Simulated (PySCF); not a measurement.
Methylenecyclopropene, C4H4.
SMILES: `C=C1C=C1`

Computed with TDDFT B3LYP/def2-SVPD, vertical, gas phase, core orbitals frozen in the response in PySCF. Isolated species at its GFN2-xTB geometry, gas phase.

Computed states:

| state | E (eV) | f |
| --- | --- | --- |
| S1 | 4.16 | 0.012 |
| S2 | 5.76 | 0.0006 |
| S3 | 6.02 | 0.0002 |
| S4 | 6.31 | 0.032 |
| S5 | 6.33 | 0.0000 |
| S6 | 7.19 | 0.493 |
| S7 | 7.25 | 0.0005 |
| S8 | 7.25 | 0.0057 |

Broadening: Gaussians 0.25 eV wide at half height, area fixed by f = 4.319×10⁻⁹ ∫ε dν̃. The cross-section is σ = 3.8235×10⁻²¹ ε cm², given in Mb (10⁻¹⁸ cm²). The width is an assumption, not a result. The curve ends short of the highest state used, and states not computed would add to its high-energy end.

Question: Give the broadened spectrum and its maxima.

Answer: 
(E (eV), σ (Mb)): (3.79, 0.01), (3.88, 0.15), (3.98, 1.17), (4.08, 3.72), (4.18, 4.87), (4.28, 2.63), (4.38, 0.58), (4.48, 0.05), (4.58, 0.00), (4.68, 0.00), (4.77, 0.00), (4.87, 0.00), (4.97, 0.00), (5.07, 0.00), (5.17, 0.00), (5.27, 0.00), (5.37, 0.00), (5.47, 0.01), (5.57, 0.05), (5.66, 0.15), (5.76, 0.25), (5.86, 0.19), (5.96, 0.16), (6.06, 0.91), (6.16, 4.95), (6.26, 11.81), (6.36, 11.65), (6.45, 5.39), (6.55, 0.99), (6.65, 0.07)

Maxima: 298 nm (4.16 eV), ε about 1300, made up of S1 (100%); 215 nm (5.77 eV), ε about 67, made up of S2 (98%); 197 nm (6.31 eV), ε about 3400, made up of S4 (100%) (ε in L mol⁻¹ cm⁻¹; maxima over ε = 5, shares over 10%).

Question: Does any computed singlet lie in the visible range?

Answer: No computed singlet lies in the visible range (380 to 750 nm); the lowest, at 298 nm, stands 0.90 eV above its violet end (3.26 eV); a Tamm–Dancoff triplet lies at 387 nm, without intensity as long as spin–orbit coupling is left out.

Question: What would ε be at 6.31 eV, the highest of these maxima, with half the width (0.125 eV)?

Answer: About 6850 L mol⁻¹ cm⁻¹ against 3430, a factor of about 2.00; a lone state at its own centre would give exactly 2.

Question: Coming from long wavelengths, where does ε first pass 100 L mol⁻¹ cm⁻¹?

Answer: At about 316 nm (3.92 eV), 0.24 eV below S1.

Time: 5.0 s. Hardware: Arm Neoverse V2, one thread (shared host).
